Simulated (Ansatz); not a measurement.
# A relaxation, step by step

SiPH$_{7}$O, singlet, PBE0-D4/def2-TZVP (Ansatz 0.2.0). Settings:

```yaml
hamiltonian: {xc: pbe0, dispersion: d4}
relax: {f_tol: 0.005, max_steps: 200}
```

Start, a step off a saddle point along its unstable mode:

| atom | x (Å) | y (Å) | z (Å) |
| --- | --- | --- | --- |
| Si1 | 0.0108 | -0.6930 | 1.0750 |
| H2 | 1.2557 | 1.1992 | -0.5138 |
| H3 | 0.4707 | -2.0643 | 0.7336 |
| H4 | -1.2710 | -0.7573 | 1.8160 |
| O5 | 1.0443 | 0.3731 | 1.6372 |
| H6 | -0.6054 | 1.5303 | -0.9764 |
| P7 | -0.5499 | 0.1240 | -0.9863 |
| H8 | 1.3300 | 0.9175 | 0.7349 |
| H9 | 0.1617 | -0.1757 | -2.1437 |
| H10 | -1.8470 | -0.4537 | -1.3766 |

```tsv
step	energy less the last (meV)	largest force component (eV/Å)
1	772.9	0.831
2	504.3	0.643
3	343.8	0.991
4	228.3	1.353
5	117.4	0.908
6	73.4	0.868
7	35.6	0.768
8	5.2	0.157
9	4.8	0.193
10	0.7	0.041
11	0.1	0.028
12	0.0	0.004
```

Step 4, positions (Å) and forces (eV/Å):

```tsv
atom	x	y	z	Fx	Fy	Fz
Si1	-0.008	-0.703	1.112	-0.443	-0.359	-0.446
H2	0.964	1.029	-0.573	0.402	0.278	-0.117
H3	0.433	-2.094	0.821	-0.027	-0.003	0.122
H4	-1.268	-0.705	1.894	0.086	0.057	0.058
O5	1.154	0.306	1.606	0.355	0.576	-0.937
H6	-0.956	1.572	-1.069	0.096	-0.170	0.082
P7	-0.343	0.289	-0.960	-0.695	-0.050	-0.188
H8	1.326	0.787	0.695	0.184	-0.207	1.353
H9	0.292	-0.107	-2.163	0.053	-0.020	0.068
H10	-1.594	-0.373	-1.363	-0.012	-0.102	0.004
```

Step 7, positions (Å) and forces (eV/Å):

```json
{"atom": "Si1", "x": "0.004", "y": "-0.663", "z": "1.016", "Fx": "-0.587", "Fy": "-0.214", "Fz": "-0.442"}
{"atom": "H2", "x": "0.906", "y": "1.156", "z": "-0.701", "Fx": "-0.065", "Fy": "0.078", "Fz": "-0.128"}
{"atom": "H3", "x": "0.302", "y": "-2.077", "z": "0.682", "Fx": "0.065", "Fy": "-0.062", "Fz": "0.180"}
{"atom": "H4", "x": "-1.236", "y": "-0.552", "z": "1.820", "Fx": "0.005", "Fy": "-0.070", "Fz": "0.057"}
{"atom": "O5", "x": "1.234", "y": "0.157", "z": "1.675", "Fx": "0.678", "Fy": "0.768", "Fz": "-0.199"}
{"atom": "H6", "x": "-1.116", "y": "1.501", "z": "-1.080", "Fx": "-0.021", "Fy": "0.098", "Fz": "-0.021"}
{"atom": "P7", "x": "-0.364", "y": "0.307", "z": "-1.005", "Fx": "0.121", "Fy": "0.004", "Fz": "0.215"}
{"atom": "H8", "x": "1.558", "y": "0.866", "z": "1.072", "Fx": "-0.214", "Fy": "-0.581", "Fz": "0.424"}
{"atom": "H9", "x": "0.285", "y": "-0.196", "z": "-2.157", "Fx": "0.067", "Fy": "0.008", "Fz": "-0.068"}
{"atom": "H10", "x": "-1.574", "y": "-0.499", "z": "-1.321", "Fx": "-0.050", "Fy": "-0.028", "Fz": "-0.017"}
```

Step 11, positions (Å) and forces (eV/Å):

```json
{"atom": "Si1", "x": "-0.007", "y": "-0.656", "z": "0.991", "Fx": "0.015", "Fy": "0.010", "Fz": "0.003"}
{"atom": "H2", "x": "0.834", "y": "1.257", "z": "-0.758", "Fx": "-0.004", "Fy": "0.004", "Fz": "-0.010"}
{"atom": "H3", "x": "0.263", "y": "-2.096", "z": "0.754", "Fx": "-0.004", "Fy": "-0.002", "Fz": "0.001"}
{"atom": "H4", "x": "-1.239", "y": "-0.508", "z": "1.805", "Fx": "-0.002", "Fy": "0.000", "Fz": "-0.001"}
{"atom": "O5", "x": "1.272", "y": "0.101", "z": "1.681", "Fx": "-0.018", "Fy": "-0.028", "Fz": "0.015"}
{"atom": "H6", "x": "-1.194", "y": "1.481", "z": "-1.091", "Fx": "-0.006", "Fy": "0.005", "Fz": "0.001"}
{"atom": "P7", "x": "-0.360", "y": "0.333", "z": "-1.021", "Fx": "0.011", "Fy": "-0.003", "Fz": "0.018"}
{"atom": "H8", "x": "1.649", "y": "0.797", "z": "1.130", "Fx": "0.003", "Fy": "0.017", "Fz": "-0.022"}
{"atom": "H9", "x": "0.315", "y": "-0.165", "z": "-2.167", "Fx": "0.002", "Fy": "-0.003", "Fz": "-0.003"}
{"atom": "H10", "x": "-1.533", "y": "-0.544", "z": "-1.326", "Fx": "0.003", "Fy": "0.002", "Fz": "-0.002"}
```

Last step (12):

```
atom    x (Å)    y (Å)    z (Å)
 Si1  -0.0071  -0.6565   0.9914
  H2   0.8310   1.2630  -0.7601
  H3   0.2571  -2.0978   0.7556
  H4  -1.2387  -0.5028   1.8049
  O5   1.2762   0.0963   1.6787
  H6  -1.1987   1.4785  -1.0881
  P7  -0.3590   0.3339  -1.0201
  H8   1.6481   0.7966   1.1290
  H9   0.3196  -0.1645  -2.1651
 H10  -1.5285  -0.5466  -1.3263
```

Hardware: 4 CPU threads of an Arm Neoverse V1, shared host. Wall time about 23 s.
